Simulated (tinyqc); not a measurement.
Inside a calculation. Method: MP2 on RHF in the sto-6g basis, for H2O, spin multiplicity 1. One step of it, computed by the program tinyqc.

Task: Orthogonalisation. S = U s U^T; symmetric (Loewdin) form X = U s^(-1/2) U^T, so that X^T S X = 1.

overlap S, order 1O 1s, 1O 2s, 1O 2px, 1O 2py, 1O 2pz, 2H 1s, 3H 1s:
$$\begin{pmatrix}
1.000000 & 0.231145 & 0.000000 & 0.000000 & 0.000000 & 0.057650 & 0.057650 \\
0.231145 & 1.000000 & 0.000000 & 0.000000 & 0.000000 & 0.488085 & 0.488085 \\
0.000000 & 0.000000 & 1.000000 & 0.000000 & 0.000000 & 0.000000 & 0.000000 \\
0.000000 & 0.000000 & 0.000000 & 1.000000 & 0.000000 & 0.316319 & -0.316319 \\
0.000000 & 0.000000 & 0.000000 & 0.000000 & 1.000000 & 0.242540 & 0.242540 \\
0.057650 & 0.488085 & 0.000000 & 0.316319 & 0.242540 & 1.000000 & 0.259808 \\
0.057650 & 0.488085 & 0.000000 & -0.316319 & 0.242540 & 0.259808 & 1.000000
\end{pmatrix}$$

Give: eigenvalues of S; X.

Result:

eigenvalues of S: [0.3306, 0.4043, 0.8883, 1.0000, 1.0883, 1.3359, 1.9526]

X, order 1O 1s, 1O 2s, 1O 2px, 1O 2py, 1O 2pz, 2H 1s, 3H 1s:
$$\begin{pmatrix}
1.0229 & -0.1396 & 0.0000 & 0.0000 & -0.0097 & 0.0203 & 0.0203 \\
-0.1396 & 1.2629 & 0.0000 & 0.0000 & 0.1181 & -0.3091 & -0.3091 \\
0.0000 & 0.0000 & 1.0000 & 0.0000 & 0.0000 & 0.0000 & 0.0000 \\
0.0000 & 0.0000 & 0.0000 & 1.1203 & 0.0000 & -0.2402 & 0.2402 \\
-0.0097 & 0.1181 & 0.0000 & 0.0000 & 1.0576 & -0.1513 & -0.1513 \\
0.0203 & -0.3091 & 0.0000 & -0.2402 & -0.1513 & 1.2243 & -0.0933 \\
0.0203 & -0.3091 & 0.0000 & 0.2402 & -0.1513 & -0.0933 & 1.2243
\end{pmatrix}$$
